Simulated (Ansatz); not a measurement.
```yaml
crystal:
  periodic: [false, false, false]
  atoms:
    - {symbol: W, position_ang: [0.000000, 0.000000, 0.000000]}
    - {symbol: Cl, position_ang: [0.000000, 0.000000, 2.470000]}
basis:
  gaussian: {orbitals: def2-TZVP}
total_charge: 1
magnetization: {spin_polarized: true, initial_magnetization: 2}
hamiltonian: {xc: pbe0}
relax: {f_tol: 0.004, max_steps: 80}
```

```sh
$ ansatz run in.yaml --threads 1 --pin off --events-out ev --progress --plain --max-ram 2176MiB
```

Steps of the relaxation (energy above the last step; positions in Å, forces in eV/Å):

```
2
step 1, 864.1 meV
W     0.000    0.000    0.000    0.000    0.000    4.124
Cl    0.000    0.000    2.470    0.000    0.000   -4.124
```

```
2
step 2, 55.7 meV
W     0.000    0.000    0.195    0.000    0.000   -1.856
Cl    0.000    0.000    2.275    0.000    0.000    1.856
```

```
2
step 3, 4.6 meV
W     0.000    0.000    0.154    0.000    0.000    0.472
Cl    0.000    0.000    2.316    0.000    0.000   -0.472
```

```
2
step 5, 0.0 meV
W     0.000    0.000    0.164    0.000    0.000    0.000
Cl    0.000    0.000    2.306    0.000    0.000    0.000
```

Close pairs at the end: W1–Cl2 2.143 Å.

A stationary point of unrestricted PBE0 after 5 steps, with ⟨S²⟩ = 2.957 against 2.00 for a pure state. 2 min on 1 thread of Arm Neoverse V2, shared host.
